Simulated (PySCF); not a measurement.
Run record for `C=C1C=C1C`: CAM-B3LYP/def2-SVPD, full TDDFT, 3 singlets.

Method: TDDFT CAM-B3LYP/def2-SVPD, vertical, gas phase, core orbitals frozen in the response (PySCF 2.14.0, density-fitted response routines). Geometry: GFN2-xTB. The input is one job of a driver script: a line of settings, then coordinates in Å.

Command:
```bash
OMP_NUM_THREADS=1 python probes_run.py task.json out
```

Input:
```
{"job": {"kind": "uv", "xc": "CAM-B3LYP", "basis": "def2-SVPD", "nstates": 3, "ntriplets": 0, "tda": false}, "charge": 0, "multiplicity": 1}
C      0.760470     1.636618    -1.146615
C      0.056108     0.922231    -0.302805
C     -0.981756     0.766448     0.699388
C     -0.297058    -0.318382     0.359719
C     -0.036541    -1.751768     0.504451
H      1.538255     1.194490    -1.746146
H      0.587964     2.692058    -1.272057
H     -1.746230     1.217939     1.284500
H      0.997986    -1.906745     0.811709
H     -0.701642    -2.203014     1.239174
H     -0.172132    -2.247205    -0.457282
```

Problem. Predict the output.

Solution. 
```
coarse grid: 9152 points
cycle   1  E = -193.6978231083  dE =  9.175e-01  |g| = 3.319e-01  |ddm| = 6.345e+00
cycle   2  E = -193.7068722002  dE = -9.049e-03  |g| = 3.150e-01  |ddm| = 1.120e+00
cycle   3  E = -193.7326639861  dE = -2.579e-02  |g| = 4.279e-02  |ddm| = 4.871e-01
cycle   4  E = -193.7331075518  dE = -4.436e-04  |g| = 2.198e-02  |ddm| = 1.235e-01
cycle   5  E = -193.7332401763  dE = -1.326e-04  |g| = 3.633e-03  |ddm| = 4.540e-02
cycle   6  E = -193.7332435075  dE = -3.331e-06  |g| = 1.792e-03  |ddm| = 1.029e-02
final grid: 88272 points
cycle   7  E = -193.7757420296  dE = -2.341e-05  |g| = 3.192e-03  |ddm| = 8.317e-02
cycle   8  E = -193.7757419613  dE =  6.829e-08  |g| = 3.361e-03  |ddm| = 1.294e-02
cycle   9  E = -193.7757447869  dE = -2.826e-06  |g| = 4.783e-04  |ddm| = 5.819e-03
cycle  10  E = -193.7757448402  dE = -5.335e-08  |g| = 1.158e-04  |ddm| = 9.996e-04
cycle  11  E = -193.7757448435  dE = -3.242e-09  |g| = 4.719e-05  |ddm| = 3.361e-04
cycle  12  E = -193.7757448440  dE = -5.411e-10  |g| = 4.994e-06  |ddm| = 8.302e-05
converged SCF energy = -193.7757448440

Static polarisability (au): isotropic 59.521, principal 40.751 59.326 78.486

Singlet excitations
state   eV       nm        f      main configurations
  1   4.8756    254.3   0.03304   H->L 0.98
  2   5.6233    220.5   0.00773   H->L+1 0.85, H->L+3 0.09
  3   6.3832    194.2   0.00013   H-1->L 0.96
```

The SCF starts on a coarse grid where the log names one; the energy can jump when the final grid takes over, and dE then counts from the start density on the new grid. H and L stand for HOMO and LUMO; the number after each pair is its weight.

Problem. Give the mean polarisability as a volume in Å³, and the ratio of the largest to the smallest principal value.

Solution. 59.521 au × 0.148185 = 8.82 Å³; 78.486/40.751 = 1.93.

Problem. How does the lowest singlet excitation compare with the HOMO–LUMO gap?

Solution. HOMO -7.12 eV and LUMO 1.00 eV give a gap of 8.12 eV; S1 at 4.88 eV lies 3.24 eV below it.

In short: SCF converged in 12 cycles with 148 basis and 521 fitting functions; HOMO -7.12 eV, LUMO 1.00 eV; lowest singlet 4.88 eV; mean polarisability 59.5 au.

Problem. Estimate the wall time. Hardware: an Arm Neoverse N1 with one thread, shared host. And the peak memory of the process?

Solution. About 19 s, with 0.63 GiB resident at the peak, the Python interpreter and its libraries included.
